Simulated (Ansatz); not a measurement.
Ansatz (a quantum-chemistry and plane-wave program) input (B3LYP-D3(BJ)/def2-TZVP):

Ansatz 0.2 input:
```yaml
crystal:
  periodic: [false, false, false]
  atoms:
    - {symbol: C, position_ang: [-0.00000000, -0.00000000, -0.62581248]}
    - {symbol: N, position_ang: [0.00000000, 0.00000000, 0.53641070]}
basis:
  gaussian:
    orbitals: def2-TZVP
hamiltonian:
  xc: b3lyp
  dispersion: d3bj
magnetization: {spin_polarized: true, initial_magnetization: 1}
phonons: {temperatures: {t_min: 298.15, t_max: 298.15, t_step: 100}}
```

Output:

```
Functional definition: B3LYP
integrals: 0.01 GiB planned
335 factors; their error is unknown
mean field: 0.12 GiB planned
mean field evaluation 1: about -2519.7479 eV, gradient 3.3e1 eV
mean field evaluation 2: about -2493.0050 eV, gradient 8.0e1 eV
mean field evaluation 4: about -2523.7973 eV, gradient 2.1e0 eV
mean field evaluation 8: about -2523.8193 eV, gradient 9.8e-2 eV
mean field evaluation 16: about -2523.8289 eV, gradient 5.4e-5 eV
mean field -2523.82890786 eV, -92.7490016512 hartree, gradient 5.4e-5 eV, S^2 0.758225; 1 other end points of the search recorded, 0 dependent functions left out
the calculation of the forces begins
reference -2523.82906526 eV, -92.7490074356 hartree; 7, 6 occupied and 55, 56 virtual orbitals, 335 factors
these checks for a lower state are left out or cut short: stability, starts, cluster_reference, orbital_swaps, neighbouring_geometries, increment
integrals: 0.01 GiB planned
335 factors; their error is unknown
mean field: 0.12 GiB planned
mean field -2523.82890786 eV, -92.7490016513 hartree, gradient 6.2e-7 eV, S^2 0.758226; 0 other end points of the search recorded, 0 dependent functions left out
the calculation of the forces begins
reference -2523.82906526 eV, -92.7490074356 hartree; 7, 6 occupied and 55, 56 virtual orbitals, 335 factors
these checks for a lower state are left out or cut short: stability, starts, cluster_reference, orbital_swaps, neighbouring_geometries, increment
integrals: 0.01 GiB planned
335 factors; their error is unknown
mean field: 0.12 GiB planned
mean field evaluation 32: about -2523.8289 eV, gradient 2.9e-4 eV
mean field -2523.82890786 eV, -92.7490016513 hartree, gradient 6.2e-7 eV, S^2 0.758226; 0 other end points of the search recorded, 0 dependent functions left out
the calculation of the forces begins
reference -2523.82906526 eV, -92.7490074356 hartree; 7, 6 occupied and 55, 56 virtual orbitals, 335 factors
these checks for a lower state are left out or cut short: stability, starts, cluster_reference, orbital_swaps, neighbouring_geometries, increment
integrals: 0.01 GiB planned
335 factors; their error is unknown
mean field: 0.12 GiB planned
mean field -2523.82890786 eV, -92.7490016513 hartree, gradient 6.2e-7 eV, S^2 0.758226; 0 other end points of the search recorded, 0 dependent functions left out
the calculation of the forces begins
reference -2523.82906526 eV, -92.7490074356 hartree; 7, 6 occupied and 55, 56 virtual orbitals, 335 factors
these checks for a lower state are left out or cut short: stability, starts, cluster_reference, orbital_swaps, neighbouring_geometries, increment
integrals: 0.01 GiB planned
335 factors; their error is unknown
mean field: 0.12 GiB planned
mean field -2523.82890786 eV, -92.7490016513 hartree, gradient 6.2e-7 eV, S^2 0.758226; 0 other end points of the search recorded, 0 dependent functions left out
the calculation of the forces begins
reference -2523.82906526 eV, -92.7490074356 hartree; 7, 6 occupied and 55, 56 virtual orbitals, 335 factors
these checks for a lower state are left out or cut short: stability, starts, cluster_reference, orbital_swaps, neighbouring_geometries, increment
integrals: 0.01 GiB planned
335 factors; their error is unknown
mean field: 0.12 GiB planned
mean field -2523.82856010 eV, -92.7489888713 hartree, gradient 2.6e-6 eV, S^2 0.758196; 0 other end points of the search recorded, 0 dependent functions left out
the calculation of the forces begins
reference -2523.82871750 eV, -92.7489946555 hartree; 7, 6 occupied and 55, 56 virtual orbitals, 335 factors
these checks for a lower state are left out or cut short: stability, starts, cluster_reference, orbital_swaps, neighbouring_geometries, increment
integrals: 0.01 GiB planned
335 factors; their error is unknown
mean field: 0.12 GiB planned
mean field evaluation 64: about -2523.8286 eV, gradient 2.0e-6 eV
mean field -2523.82856584 eV, -92.7489890821 hartree, gradient 2.0e-6 eV, S^2 0.758255; 0 other end points of the search recorded, 0 dependent functions left out
the calculation of the forces begins
reference -2523.82872324 eV, -92.7489948665 hartree; 7, 6 occupied and 55, 56 virtual orbitals, 335 factors
these checks for a lower state are left out or cut short: stability, starts, cluster_reference, orbital_swaps, neighbouring_geometries, increment
integrals: 0.01 GiB planned
335 factors; their error is unknown
mean field: 0.12 GiB planned
mean field -2523.82890786 eV, -92.7490016513 hartree, gradient 6.2e-7 eV, S^2 0.758226; 0 other end points of the search recorded, 0 dependent functions left out
the calculation of the forces begins
reference -2523.82906526 eV, -92.7490074356 hartree; 7, 6 occupied and 55, 56 virtual orbitals, 335 factors
these checks for a lower state are left out or cut short: stability, starts, cluster_reference, orbital_swaps, neighbouring_geometries, increment
integrals: 0.01 GiB planned
335 factors; their error is unknown
mean field: 0.12 GiB planned
mean field -2523.82890786 eV, -92.7490016513 hartree, gradient 6.2e-7 eV, S^2 0.758226; 0 other end points of the search recorded, 0 dependent functions left out
the calculation of the forces begins
reference -2523.82906526 eV, -92.7490074356 hartree; 7, 6 occupied and 55, 56 virtual orbitals, 335 factors
these checks for a lower state are left out or cut short: stability, starts, cluster_reference, orbital_swaps, neighbouring_geometries, increment
integrals: 0.01 GiB planned
335 factors; their error is unknown
mean field: 0.12 GiB planned
mean field -2523.82890786 eV, -92.7490016513 hartree, gradient 6.2e-7 eV, S^2 0.758226; 0 other end points of the search recorded, 0 dependent functions left out
the calculation of the forces begins
reference -2523.82906526 eV, -92.7490074356 hartree; 7, 6 occupied and 55, 56 virtual orbitals, 335 factors
these checks for a lower state are left out or cut short: stability, starts, cluster_reference, orbital_swaps, neighbouring_geometries, increment
integrals: 0.01 GiB planned
335 factors; their error is unknown
mean field: 0.12 GiB planned
mean field -2523.82890786 eV, -92.7490016513 hartree, gradient 6.2e-7 eV, S^2 0.758226; 0 other end points of the search recorded, 0 dependent functions left out
the calculation of the forces begins
reference -2523.82906526 eV, -92.7490074356 hartree; 7, 6 occupied and 55, 56 virtual orbitals, 335 factors
these checks for a lower state are left out or cut short: stability, starts, cluster_reference, orbital_swaps, neighbouring_geometries, increment
integrals: 0.01 GiB planned
335 factors; their error is unknown
mean field: 0.12 GiB planned
mean field evaluation 96: about -2523.8285 eV, gradient 8.2e-2 eV
mean field -2523.82856584 eV, -92.7489890821 hartree, gradient 2.0e-6 eV, S^2 0.758255; 0 other end points of the search recorded, 0 dependent functions left out
the calculation of the forces begins
reference -2523.82872324 eV, -92.7489948665 hartree; 7, 6 occupied and 55, 56 virtual orbitals, 335 factors
these checks for a lower state are left out or cut short: stability, starts, cluster_reference, orbital_swaps, neighbouring_geometries, increment
integrals: 0.01 GiB planned
335 factors; their error is unknown
mean field: 0.12 GiB planned
mean field -2523.82856010 eV, -92.7489888713 hartree, gradient 2.6e-6 eV, S^2 0.758196; 0 other end points of the search recorded, 0 dependent functions left out
the calculation of the forces begins
reference -2523.82871750 eV, -92.7489946555 hartree; 7, 6 occupied and 55, 56 virtual orbitals, 335 factors
Total energy: -2523.85528306 eV, -92.7499709220 hartree
Atom 0 at    -0.000000    -0.000000    -0.625812 Å, force     0.000000    -0.000000    -0.000261 eV/Å
Atom 1 at     0.000000     0.000000     0.536411 Å, force    -0.000000     0.000000     0.000261 eV/Å
Dipole moment:    -0.000000     0.000000    -0.284938 e Å
Vibrations: 2154.40 cm⁻¹, zero-point energy 0.133556 eV
```
